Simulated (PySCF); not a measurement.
Saddle point of BSiH$_{6}$F, singlet (BH₂F ([BH2][F]) + SiH₄ → BSiH₅ ([BH2][SiH3]) + HF; bonds formed: B1–Si6, F2–H5; bonds broken: B1–F2, H5–Si6), PBE0-D4/def2-TZVP structure:

| atom | x (Å) | y (Å) | z (Å) |
| --- | --- | --- | --- |
| B1 | -0.1336 | -0.2504 | -1.0296 |
| F2 | -1.4797 | -1.1764 | -0.7740 |
| H3 | 0.7396 | -0.9706 | -1.4050 |
| H4 | -0.4643 | 0.7099 | -1.6549 |
| H5 | -0.9830 | -0.6933 | 0.0794 |
| Si6 | 0.3997 | 0.4230 | 0.9130 |
| H7 | 0.8786 | -0.5857 | 1.8953 |
| H8 | -0.5214 | 1.3665 | 1.6004 |
| H9 | 1.5640 | 1.1769 | 0.3755 |

Energies are electronic, without zero-point energy. Barriers and step energies count from the start structure reached by relaxing down the imaginary mode; all methods use the PBE0-D4 structures, on which another method's saddle can fall below an end. Program: PySCF 2.14 with density fitting (its default auxiliary sets; JK sets also for MP2 and CCSD(T)). Basis: def2-TZVPP, with def2-QZVPP for the basis limit. Cores are frozen in the correlated methods. B3LYP uses VWN-RPA correlation. Extrapolation: Hartree–Fock as exp(−7.88 √X), correlation as X^−2.97.

```tsv
method	barrier (kcal/mol)	step energy (kcal/mol)
SPW92	32.72	27.03
PBE-D4	?	31.60
r2SCAN-D4	?	34.86
PBE0-D4	45.54	33.41
B3LYP-D4	52.50	38.16
BHLYP-D4	58.93	40.44
wB97M-V	?	36.73
HF	75.03	48.43
MP2	52.38	37.90
CCSD	56.67	38.79
CCSD(T)	53.38	37.42
```

(1) Fill in the withheld barriers. (Judge from chemistry; the value comes from the calculation.)

T1 diagnostic: at most 0.014. The start structure is not quite a true minimum (one mode of 46i cm⁻¹).

## Answers

(1) By the calculation: r2SCAN-D4 45.62; PBE-D4 40.44; wB97M-V 51.35 kcal/mol. Each is the energy of the saddle less that of the start structure, by the same method.

For comparison, the barrier by CCSD(T) at an estimated basis limit (MP2 extrapolated from triple and quadruple zeta, plus CCSD(T) − MP2 in triple zeta) is 52.20 kcal/mol.

Labels in which every atom is bracketed show which atoms are joined, not bond orders.

For scale, one of the runs: CCSD(T)/def2-TZVPP, 188 basis functions, launched by `OMP_NUM_THREADS=4 python run.py`. The run took 4.4 min on 4 CPU threads of an Arm Neoverse V1 (shared host), with 1.9 GiB of host memory at its peak.
